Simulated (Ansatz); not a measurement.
# Active spaces for NO2, doublet

Calculated in Ansatz's Gaussian-basis code. Basis aug-cc-pVTZ, nonrelativistic, 3 orbitals frozen in the corrections. State-specific CASSCF; RHF is the lowest restricted (open-shell) Hartree–Fock solution met. No symmetry is imposed, so a solution can break that of the shape. Lower solutions, or ones in other orbitals, may exist. The orbital stability of a CASSCF solution shown is undecided.

Geometry:

```xyz
3

N     0.0000    0.0000    0.0000
O     0.0000    1.0986    0.4652
O     0.0000   -1.0986    0.4652
```

**Question.** What do CASSCF and its corrections give against RHF in CAS(11,9), and what are the occupations?

**Answer.** CASSCF -4.457 eV, SC-NEVPT2 -17.907 eV; occupations 1.98, 1.97, 1.97, 1.96, 1.93, 1.03, 0.10, 0.04, 0.02.

**Question.** Roughly how much CPU time does a whole run from the default start take (median of such runs, summed over threads; nearly all runs on one pinned thread of a shared server, mostly Xeon at 2.3 to 2.6 GHz, by a development driver)?

**Answer.** CAS(11,9): about 44 s. Other jobs ran beside these, and the count of passes differs.
